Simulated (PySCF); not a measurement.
diphosphorus (P₂), SMILES P#P. Geometry optimised at B3LYP-D3(BJ)/def2-TZVPD.

Computed with B3LYP-D3(BJ)/def2-TZVPD in PySCF.

Harmonic wavenumbers (cm⁻¹): 812. Rotational constants (GHz): 9.151 (linear); symmetry number 2.

### Question
Work out the zero-point energy and the ideal-gas rigid-rotor harmonic-oscillator thermochemistry at 298.15 K and 1 atm.

### Answer
ZPE = ½ Σ hcν = ½ × 812 cm⁻¹ = 4.86 kJ/mol. H − E(el) = 13.73 kJ/mol. Entropy in J/(mol K): translation 160.21, rotation 56.77, vibration 0.83, total 217.80. G − E(el) = -51.21 kJ/mol. Cp = 31.74 J/(mol K).
